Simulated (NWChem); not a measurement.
The numbers come from NWChem runs, not from measurements. System: ozone (O$_{3}$), charge 0, spin multiplicity 1, at a geometry optimised with PBE0/def2-SVP. Level: constrained B3LYP/def2-SVP, VWN1-RPA local correlation.

The NWChem input:

```
start mol
memory heap 200 mb stack 900 mb global 1100 mb
geometry units angstroms nocenter noautoz noautosym
  O     -1.060667     0.000000    -0.210198
  O      0.000000     0.000000     0.420396
  O      1.060667     0.000000    -0.210198
end
basis spherical
  * library def2-svp
end
dft
  xc b3lyp
  semidirect memsize 60000000 filesize 0
  iterations 100
  convergence nolevelshifting
  cdft 1 1 charge 0.3 pop lowdin
end
task dft energy
```

Output (cleaned and shortened):

```
             Northwest Computational Chemistry Package (NWChem) 7.3.0
             --------------------------------------------------------

                                NWChem Input Module
                                -------------------

 Scaling coordinates for geometry "geometry" by  1.889725989
 (inverse scale =  0.529177249)

                             Geometry "geometry" -> ""
                             -------------------------

 Output coordinates in angstroms (scale by  1.889725989 to convert to a.u.)

  No.       Tag          Charge          X              Y              Z
 ---- ---------------- ---------- -------------- -------------- --------------
    1 O                    8.0000    -1.06066700     0.00000000    -0.21019800
    2 O                    8.0000     0.00000000     0.00000000     0.42039600
    3 O                    8.0000     1.06066700     0.00000000    -0.21019800

 Effective nuclear repulsion energy (a.u.)      70.8571342385

            Nuclear Dipole moment (a.u.)
            ----------------------------
        X                 Y               Z
 ---------------- ---------------- ----------------
     0.0000000000     0.0000000000     0.0000000000


 Summary of "ao basis" -> "" (spherical)
 ------------------------------------------------------------------------------
       Tag                 Description            Shells   Functions and Types
 ---------------- ------------------------------  ------  ---------------------
 *                          def2-svp                  on all atoms

                                 NWChem DFT Module
                                 -----------------

 Summary of "ao basis" -> "ao basis" (spherical)
 ------------------------------------------------------------------------------
       Tag                 Description            Shells   Functions and Types
 ---------------- ------------------------------  ------  ---------------------
 O                          def2-svp                 6       14   3s2p1d

 Summary of "ao basis" -> "ao basis" (spherical)
 ------------------------------------------------------------------------------
       Tag                 Description            Shells   Functions and Types
 ---------------- ------------------------------  ------  ---------------------
 O                          def2-svp                 6       14   3s2p1d

            General Information
            -------------------
          SCF calculation type: DFT
          Wavefunction type:  closed shell.
          No. of atoms     :     3
          No. of electrons :    24
           Alpha electrons :    12
            Beta electrons :    12
          Charge           :     0
          Spin multiplicity:     1
          Use of symmetry is: off; symmetry adaption is: off
          Maximum number of iterations: 100
          AO basis - number of functions:    42
                     number of shells:    18
          Convergence on energy requested:  1.00D-06
          Convergence on density requested:  1.00D-05
          Convergence on gradient requested:  5.00D-04

              XC Information
              --------------
                         B3LYP Method XC Potential
                     Hartree-Fock (Exact) Exchange  0.200
                        Slater Exchange Functional  0.800 local
                    Becke 1988 Exchange Functional  0.720 non-local
              Lee-Yang-Parr Correlation Functional  0.810
                  VWN I RPA Correlation Functional  0.190 local

             Grid Information
             ----------------
          Grid used for XC integration:  medium
          Radial quadrature: Mura-Knowles
          Angular quadrature: Lebedev.
          Tag              B.-S. Rad. Rad. Pts. Rad. Cut. Ang. Pts.
          ---              ---------- --------- --------- ---------
          O                   0.60       49           6.0       434
          Grid pruning is: on
          Number of quadrature shells:   147
          Spatial weights used:  Erf1

          Convergence Information
          -----------------------
          Convergence aids based upon iterative change in
          total energy or number of iterations.
          Levelshifting, if invoked, occurs when the
          HOMO/LUMO gap drops below (HL_TOL):  1.00D-02
          DIIS, if invoked, will attempt to extrapolate
          using up to (NFOCK): 10 stored Fock matrices.

                    Damping( 0%)  Levelshifting(0.0)       DIIS
                  --------------- ------------------- ---------------
          dE  on:    start             N/A                start
          dE off:    2 iters           N/A              100 iters

      Screening Tolerance Information
      -------------------------------
          Density screening/tol_rho:  1.00D-10
          AO Gaussian exp screening on grid/accAOfunc:  14
          CD Gaussian exp screening on grid/accCDfunc:  20
          XC Gaussian exp screening on grid/accXCfunc:  20
          Schwarz screening/accCoul:  1.00D-08

      Superposition of Atomic Density Guess
      -------------------------------------

 Sum of atomic energies:        -224.07346161

      Non-variational initial energy
      ------------------------------

 Total energy =    -224.609787
 1-e energy   =    -450.452374
 2-e energy   =     154.985452
 HOMO         =      -0.299931
 LUMO         =      -0.136974

------------------------------------------------------------
EAF file 0: "./mol.aoints.0" size=524288 bytes
------------------------------------------------------------
               write      read    awrite     aread      wait
               -----      ----    ------     -----      ----
     calls:        1         0         0         0         0
   data(b): 5.24e+05  0.00e+00  0.00e+00  0.00e+00
   time(s): 0.00e+00  0.00e+00  0.00e+00  0.00e+00  0.00e+00
rate(mb/s): 0.00e+00  0.00e+00
------------------------------------------------------------

   convergence    iter        energy       DeltaE   RMS-Dens  Diis-err    time
 ---------------- ----- ----------------- --------- --------- ---------  ------
 d= 0,ls=0.0,diis     1   -225.0280978441 -2.96D+02  4.07D-02  2.25D+00     0.2
 CDFT multipliers:
      1       -0.0048532529
      iter =    6
 d= 0,ls=0.0,diis     2   -224.5826422375  4.45D-01  2.80D-02  7.49D+00     0.3
 CDFT multipliers:
      1        0.0763423404
      iter =    5
 d= 0,ls=0.0,diis     3   -225.1380909711 -5.55D-01  6.63D-03  6.10D-01     0.4
 CDFT multipliers:
      1        0.1585439363
      iter =    6
 d= 0,ls=0.0,diis     4   -225.1672445285 -2.92D-02  5.33D-03  1.49D-01     0.5
 CDFT multipliers:
      1        0.2412090596
      iter =    5
 d= 0,ls=0.0,diis     5   -225.1738375807 -6.59D-03  8.01D-04  4.59D-03     0.5
 CDFT multipliers:
      1        0.2459241933
      iter =    2
  Resetting Diis
 d= 0,ls=0.0,diis     6   -225.1741266132 -2.89D-04  3.69D-04  5.11D-04     0.6
 CDFT multipliers:
      1        0.2514198383
      iter =    2
 d= 0,ls=0.0,diis     7   -225.1741522104 -2.56D-05  5.18D-05  2.90D-06     0.7
 CDFT multipliers:
      1       -0.0001017185
      iter =    2
 d= 0,ls=0.0,diis     8   -225.1741514816  7.29D-07  9.79D-08  3.22D-01     0.7
 CDFT multipliers:
      1        0.2513180078
      iter =    2
 d= 0,ls=0.0,diis     9   -225.1741514913 -9.69D-09  3.36D-05  9.11D-06     0.8
 CDFT multipliers:
      1        0.2512809615
      iter =    2
 d= 0,ls=0.0,diis    10   -225.1741522595 -7.68D-07  5.98D-06  2.34D-07     0.9
  CDFT final multipliers
      1        0.2513512285

         Total DFT energy =     -225.174152276977
      One electron energy =     -449.414361269116
           Coulomb energy =      178.948224135363
    Exchange-Corr. energy =      -25.565149381752
 Nuclear repulsion energy =       70.857134238528

 Numeric. integr. density =       23.999998968742

     Total iterative time =      0.8s

                       DFT Final Molecular Orbital Analysis
                       ------------------------------------

 Vector   10  Occ=2.000000D+00  E=-2.604345D-01
              MO Center=  2.5D-01, -4.8D-10, -1.9D-01, r^2= 1.6D+00
   Bfn.  Coefficient  Atom+Function         Bfn.  Coefficient  Atom+Function
  ----- ------------  ---------------      ----- ------------  ---------------
    33      0.524530  3 O  py                 5     -0.426627  1 O  py
    36      0.406870  3 O  py                 8     -0.255903  1 O  py
    19     -0.092645  2 O  py                22     -0.087034  2 O  py
    24      0.039403  2 O  d -2

 Vector   11  Occ=2.000000D+00  E=-2.553953D-01
              MO Center=  7.7D-01, -7.1D-10, -1.4D-01, r^2= 1.1D+00
   Bfn.  Coefficient  Atom+Function         Bfn.  Coefficient  Atom+Function
  ----- ------------  ---------------      ----- ------------  ---------------
    34      0.536554  3 O  pz                37      0.390106  3 O  pz
    32      0.309168  3 O  px                35      0.262973  3 O  px
     4      0.243304  1 O  px                20     -0.190554  2 O  pz
     7      0.145667  1 O  px                17     -0.134933  2 O  s
    23     -0.132507  2 O  pz                21      0.054164  2 O  px

 Vector   12  Occ=2.000000D+00  E=-2.215240D-01
              MO Center= -8.0D-01,  7.2D-12, -1.4D-01, r^2= 9.5D-01
   Bfn.  Coefficient  Atom+Function         Bfn.  Coefficient  Atom+Function
  ----- ------------  ---------------      ----- ------------  ---------------
     6      0.602860  1 O  pz                 9      0.374489  1 O  pz
     4     -0.274909  1 O  px                17     -0.233429  2 O  s
    20     -0.213321  2 O  pz                 7     -0.174064  1 O  px
    32     -0.160053  3 O  px                34      0.134505  3 O  pz
    37      0.120845  3 O  pz                35     -0.105877  3 O  px

 Vector   13  Occ=0.000000D+00  E=-8.197469D-02
              MO Center= -3.0D-01, -3.1D-10, -5.1D-02, r^2= 1.4D+00
   Bfn.  Coefficient  Atom+Function         Bfn.  Coefficient  Atom+Function
  ----- ------------  ---------------      ----- ------------  ---------------
     5      0.521623  1 O  py                19     -0.442927  2 O  py
     8      0.383362  1 O  py                22     -0.340840  2 O  py
    33      0.336109  3 O  py                36      0.301212  3 O  py

 Vector   14  Occ=0.000000D+00  E= 2.088190D-01
              MO Center=  8.4D-02, -1.0D-10, -8.3D-02, r^2= 1.4D+00
   Bfn.  Coefficient  Atom+Function         Bfn.  Coefficient  Atom+Function
  ----- ------------  ---------------      ----- ------------  ---------------
    17      1.280535  2 O  s                 35      0.705711  3 O  px
    31     -0.689355  3 O  s                 23     -0.669564  2 O  pz
     7     -0.569189  1 O  px                 3     -0.507873  1 O  s
    32      0.412035  3 O  px                20     -0.409985  2 O  pz
     4     -0.405983  1 O  px                16      0.389122  2 O  s

 Vector   15  Occ=0.000000D+00  E= 2.988660D-01
              MO Center= -9.2D-02, -9.5D-11,  1.1D-01, r^2= 1.3D+00
   Bfn.  Coefficient  Atom+Function         Bfn.  Coefficient  Atom+Function
  ----- ------------  ---------------      ----- ------------  ---------------
    21      1.059750  2 O  px                 3      0.664839  1 O  s
    31     -0.638275  3 O  s                 18      0.629409  2 O  px
     7      0.522528  1 O  px                35      0.480922  3 O  px
     9      0.453347  1 O  pz                37     -0.449246  3 O  pz
     4      0.317840  1 O  px                 6      0.299777  1 O  pz

     ---------------------------------------------
      Total Density - Mulliken Population Analysis
     ---------------------------------------------

    Atom       Charge   Shell Charges
 -----------   ------   -------------------------------------------------------
    1 O    8     7.40   1.99  1.20  0.55  2.60  1.04  0.02
    2 O    8     8.30   1.99  1.16  0.79  2.83  1.46  0.07
    3 O    8     8.31   1.99  1.12  0.82  2.78  1.57  0.02

     -------------------------------------------
      Total Density - Lowdin Population Analysis
     -------------------------------------------

    Atom       Charge   Shell Charges
 -----------   ------   -------------------------------------------------------
    1 O    8     7.70   1.98  1.02  0.70  2.48  1.46  0.05
    2 O    8     7.96   1.97  0.96  0.60  2.66  1.63  0.13
    3 O    8     8.34   1.98  0.99  0.76  2.69  1.87  0.05

 center of mass
 --------------
 x =   0.00000000 y =   0.00000000 z =   0.00000000

 moments of inertia (a.u.)
 ------------------
          15.142161769767           0.000000000000           0.000000000000
           0.000000000000         143.661234105133           0.000000000000
           0.000000000000           0.000000000000         128.519072335366

     Multipole analysis of the density
     ---------------------------------

     L   x y z        total         alpha         beta         nuclear
     -   - - -        -----         -----         ----         -------
     0   0 0 0     -0.000000    -12.000000    -12.000000     24.000000

     1   1 0 0     -1.210389     -0.605194     -0.605194      0.000000
     1   0 1 0      0.000000      0.000000      0.000000      0.000000
     1   0 0 1     -0.005010     -0.002505     -0.002505      0.000000

     2   2 0 0    -12.003053    -38.141519    -38.141519     64.279985
     2   1 1 0      0.000000      0.000000      0.000000      0.000000
     2   1 0 1      0.640282      0.320141      0.320141      0.000000
     2   0 2 0    -10.519058     -5.259529     -5.259529      0.000000
     2   0 1 1     -0.000000     -0.000000     -0.000000      0.000000
     2   0 0 2    -11.787784     -9.680637     -9.680637      7.573490

 Task  times  cpu:        0.9s     wall:        0.9s

 Total times  cpu:        1.0s     wall:        1.0s
```
